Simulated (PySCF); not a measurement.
Gas-phase reaction: 2 AlCl + 2 H ⇌ AlHCl2 + AlH

Energies from PySCF, thermal terms from the rigid-rotor harmonic-oscillator model, ideal gas at 1 bar. † marks an energy on the PBE0/def2-TZVP geometry and frequencies. CCSD(T) freezes the core. Open shells (unrestricted): H (multiplicity 2); the rest are closed-shell singlets. B3LYP is the form with VWN-RPA correlation. AlHCl2: computed as isolated molecules; such fragments, hydroxides, amides, oligomers or adducts are transient or little studied in the gas. CCSD(T) isn't extrapolated to the basis-set limit; its ΔH°(298 K) is -424.4 kJ in def2-SVP and -438.4 kJ in def2-TZVPP. The harmonic model lacks anharmonicity and excited electronic states, which grow with temperature; levels with a mode under 35 cm⁻¹ are left out.

| level | ΔE electronic, kJ | ΔH°(298 K), kJ | ΔS°(298 K), J/K | ΔG°(1600 K), kJ |
|---|---|---|---|---|
| B3LYP/def2-TZVP† | -453 | -432 | -209 | -81 |
| CCSD(T)/def2-SVP† | -446 | -424 | -209 | -73 |
| CCSD(T)/def2-TZVPP† | -460 | -438 | -209 | -87 |
| M06-2X/def2-TZVP† | -440 | -418 | -209 | -67 |
| PBE0/def2-QZVP† | -444 | -422 | -209 | -71 |
ΔH° is lowest at CCSD(T)/def2-TZVPP† and highest at M06-2X/def2-TZVP†. No reference value is set beside these.
